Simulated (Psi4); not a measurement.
Pair of molecules: C2H2 (SMILES C#C) (first 4 atoms) with C2H2 (SMILES C#C); geometry from A24 set.
(charge 0, multiplicity 1):
```xyz
8

H      0.00000    -1.66786    -1.75000
H      0.00000     1.66786    -1.75000
C      0.00000    -0.60340    -1.75000
C      0.00000     0.60340    -1.75000
H      0.00000    -1.66786     1.75000
H      0.00000     1.66786     1.75000
C      0.00000    -0.60340     1.75000
C      0.00000     0.60340     1.75000
```

These are Psi4 with SAPT0/jun-cc-pV(D+d)Z values and carry that method's errors.

Q: Which attractive term is largest, and how does the interaction split up?

A: electrostatics 1.4, exchange 14.1, induction -0.9, dispersion -6.1, total 8.5 kJ/mol; the largest attraction is dispersion.
